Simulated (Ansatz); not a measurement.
Geometry optimisation, RKS CAM-B3LYP/6-31G* (Ansatz).

input.yaml

```yaml
crystal:
  periodic: [false, false, false]
  atoms:
    - { symbol: B, position_ang: [-0.792988, 0.161537, 0.318803] }
    - { symbol: H, position_ang: [1.429553, 0.329632, 1.158439] }
    - { symbol: F, position_ang: [1.701703, -0.217262, 0.455074] }
    - { symbol: O, position_ang: [-1.055815, -0.54029, -0.745775] }
    - { symbol: H, position_ang: [-1.967554, -0.580318, -1.079241] }
basis:
  gaussian: { orbitals: "6-31G*" }
hamiltonian:
  xc: cam_b3lyp
relax:
  f_tol: 0.03
  max_steps: 50
```

Launched with:

```bash
$ ansatz run input.yaml --threads 1 --pin off --max-ram 2048MiB --backend cpu --events-out ev --progress --plain --runs-dir out
```

**Question.** Where does it end, and by what steps?

**Answer.** The forces met the threshold. The force dipped under the threshold on the way, but the program's further checks kept it going. After 21 steps the energy has fallen by 0.222 eV; F3 moved furthest, 1.04 Å.

| step | energy less start (eV) | largest force component (eV/Å) | accepted |
| --- | --- | --- | --- |
| 0 | 0.0000 | 0.354 | yes |
| 1 | -0.0173 | 1.363 | yes |
| 2 | -0.0474 | 1.721 | yes |
| 3 | -0.0475 | 2.786 | yes |
| 4 | -0.1762 | 0.284 | yes |
| 5 | -0.1808 | 0.403 | yes |
| 6 | -0.1783 | 0.877 | no |
| 7 | -0.1927 | 0.151 | yes |
| 8 | -0.2013 | 0.225 | yes |
| 9 | -0.1800 | 1.347 | no |
| 10 | -0.2081 | 0.112 | yes |
| 11 | -0.2128 | 0.117 | yes |
| 12 | -0.2176 | 0.021 | yes |
| 13 | -0.1570 | 1.473 | no |
| 14 | -0.2174 | 0.215 | no |
| 15 | -0.2187 | 0.059 | yes |
| 16 | -0.2203 | 0.048 | yes |
| 17 | -0.2023 | 0.796 | no |
| 18 | -0.2205 | 0.018 | yes |
| 19 | -0.2210 | 0.089 | yes |
| 20 | -0.2212 | 0.078 | yes |
| 21 | -0.2215 | 0.011 | yes |

```xyz
5
Properties=species:S:1:pos:R:3
B -0.321 -0.373 -0.313
H 1.350 0.015 0.694
F 2.038 0.303 1.286
O -1.446 -0.576 -0.910
H -2.306 -0.216 -0.649
```

Whether the end is a true minimum wasn't checked by a vibrational analysis.

Run time: 25 s on 1 thread of Arm Neoverse V1, with other jobs on the host, peak memory 0.1 GiB.
